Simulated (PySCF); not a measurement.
## Löwdin shares of the frontier orbitals

Species: C3H5NO2.
Cartesian coordinates in Å at the GFN2-xTB level; atoms count from 1:
```
atom  x, y, z in Å
N1     1.446   -0.193    0.575
C2     0.780   -0.434   -0.568
O3     1.145   -1.183   -1.438
C4    -0.512    0.401   -0.699
C5    -1.405    0.166    0.477
O6    -1.090    0.383    1.619
H7     0.979    0.280    1.335
H8     2.253   -0.758    0.786
H9    -0.198    1.447   -0.708
H10   -0.999    0.151   -1.639
H11   -2.395   -0.258    0.235
```

Method used: TDDFT PBE0/def2-SVPD, vertical, gas phase, core orbitals frozen in the response in PySCF.

Frontier orbitals with the atoms that hold most of them (Löwdin shares over 4%, at most four atoms; ? is withheld):

```csv
orbital,ε (eV),atoms
HOMO-3,-11.23,"C4 20%, O6 19%, O3 15%, H9 12%"
HOMO-2,-8.38,"O6 38%, N1 19%, C5 10%, O3 10%"
HOMO-1,-8.20,?
HOMO,-7.70,?
LUMO,-1.62,"C5 40%, O6 31%, C4 10%, H11 6%"
LUMO+1,0.32,"C2 26%, O3 19%, C5 12%, N1 11%"
LUMO+2,0.87,"C2 21%, O3 11%, H8 11%, C5 11%"
```

Which atoms hold the HOMO-1, and with what shares?

O3 (bonded to C) 34%; N1 (bonded to C and 2 H) 31%; O6 (bonded to C) 14%; C2 (bonded to C, N and O) 9%. By element: oxygen 49%, nitrogen 31%, carbon 9% or more.

Give the leading atoms of the HOMO.

O3 (bonded to C) 57%; C4 (bonded to 2 C and 2 H) 11%; O6 (bonded to C) 10%; C2 (bonded to C, N and O) 9%. By element: oxygen 67%, carbon 20% or more.

The HOMO–LUMO gap is 6.08 eV. Where does the response calculation put the lowest singlet, and from which orbitals?

S1 is at 4.25 eV (f = 0.0032), 1.83 eV below the gap, made of HOMO-2→LUMO (47%), HOMO→LUMO (33%), HOMO-1→LUMO (18%). Its leading pair isn't HOMO and LUMO; the energies of that pair differ by 6.75 eV. 

Next come S2 at 5.08 eV (f 0.036), HOMO→LUMO (57%), HOMO-1→LUMO (22%), HOMO-2→LUMO (12%); S3 at 5.47 eV (f 0.0061), HOMO-1→LUMO (58%), HOMO-2→LUMO (39%); S4 at 6.03 eV (f 0.012), HOMO→LUMO+1 (74%), HOMO→LUMO+2 (12%); S5 at 7.25 eV (f 0.0049), HOMO-2→LUMO+1 (38%), HOMO→LUMO+2 (31%), HOMO→LUMO+1 (16%).

One conformer stands for the species.
